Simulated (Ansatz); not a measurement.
**C₂H₇N (singlet): wave-function methods side by side, STO-3G**

Aim: climb from Hartree-Fock through coupled cluster and multireference methods for C₂H₇N (singlet) at one geometry and basis, and see what each rung misses.

The runs use Ansatz 0.2.0, Gaussian basis; STO-3G, core rule «outside noble gas», up to 3 orbitals frozen.

Plan: UHF; CCSD(T) on RHF; BCCD(T) on RHF; CISD; CCSDT(Q) on RHF; CISDTQ; CCSDTQ on RHF; CASSCF and MRCISD+Q, 8 electrons in 8 orbitals; CASSCF and NEVPT2, 8 electrons in 8 orbitals.

14 further runs of the same task are left out: 1 that didn't finish, 13 set aside as unsound or not needed.

**1. What is computed**

The geometry is an MP2(full)/6-31G* stationary point (not a proven minimum).

10 atoms, charge 0, spin multiplicity 1.

Atoms are counted from 1 here; the program's logs count them from 0.

Bond lengths: C1–N2 1.456 Å, C1–H4 1.103 Å, C1–H5 1.092 Å, C1–H6 1.094 Å, N2–C3 1.456 Å, N2–H7 1.018 Å, C3–H8 1.103 Å, C3–H9 1.092 Å, C3–H10 1.094 Å. Angles: N2–C1–H4 114.1°, N2–C1–H5 109.5°, N2–C1–H6 108.9°, H4–C1–H5 108.5°, H4–C1–H6 107.7°, H5–C1–H6 107.9°, C1–N2–C3 111.7°, C1–N2–H7 108.8°, C3–N2–H7 108.8°, N2–C3–H8 114.1°, N2–C3–H9 109.5°, N2–C3–H10 108.9°, H8–C3–H9 108.5°, H8–C3–H10 107.7°, H9–C3–H10 107.9°.

**2. UHF**

in.yaml

```yaml
crystal:
  periodic: [false, false, false]
  atoms:
    - {symbol: C, position_ang: [-0.016003, -0.256609, 1.204880]}
    - {symbol: N, position_ang: [-0.016003, 0.560563, 0.000000]}
    - {symbol: C, position_ang: [-0.016003, -0.256609, -1.204880]}
    - {symbol: H, position_ang: [0.803028, -0.994649, 1.248506]}
    - {symbol: H, position_ang: [0.051125, 0.389275, 2.083405]}
    - {symbol: H, position_ang: [-0.960693, -0.804894, 1.261750]}
    - {symbol: H, position_ang: [0.816830, 1.146313, 0.000000]}
    - {symbol: H, position_ang: [0.803028, -0.994649, -1.248506]}
    - {symbol: H, position_ang: [0.051125, 0.389275, -2.083405]}
    - {symbol: H, position_ang: [-0.960693, -0.804894, -1.261750]}
basis:
  gaussian: {orbitals: STO-3G}
magnetization: {spin_polarized: true, initial_magnetization: 0}
hamiltonian: {xc: hf}
output: {orbitals: {seedname: orbitals}}
```

The run is started by

```sh
$ ansatz run in.yaml --threads 1 --pin off --events-out ev --progress --plain --max-ram 2560MiB --backend cpu
```

After this run come: CCSD(T) on RHF; BCCD(T) on RHF; CISD; CCSDT(Q) on RHF; CISDTQ; CCSDTQ on RHF; CASSCF and MRCISD+Q, 8 electrons in 8 orbitals; CASSCF and NEVPT2, 8 electrons in 8 orbitals.

Before running them: what should the planned runs give, taken together? Wanted: RCCSDTQ below the RHF energy; RMP2 from RCCSDTQ; RCCSD from RCCSDTQ; RCCSD(T) from RCCSDTQ; RCCSDT(Q) from RCCSDTQ; NEVPT2 frontier from RCCSDTQ; MRCISD+Q frontier from RCCSDTQ; T1 diagnostic.

As calculated:

```
                         quantity                                                            value
     RCCSDTQ below the RHF energy                                                       -5.5076 eV
                RMP2 from RCCSDTQ                                                      +1429.2 meV
               RCCSD from RCCSDTQ                                                        +46.0 meV
            RCCSD(T) from RCCSDTQ                                                        +13.1 meV
           RCCSDT(Q) from RCCSDTQ                                                         +0.7 meV
     NEVPT2 frontier from RCCSDTQ                                                       +962.5 meV
   MRCISD+Q frontier from RCCSDTQ                                                         -9.3 meV
levels within 1 kcal/mol (43 meV)  RCCSD(T), BCCD(T), RCCSDT, CISDTQ, RCCSDT(Q), MRCISD+Q frontier
                    T1 diagnostic                                                            0.004
```

**Reading.** RCCSD(T) lands +13.1 meV from the yardstick (0.2 % of the correlation energy). Of the multireference levels listed MRCISD+Q frontier comes nearest in total energy (-9.3 meV), which doesn't show that its space is the better one. These misses are within one basis, not against nature.
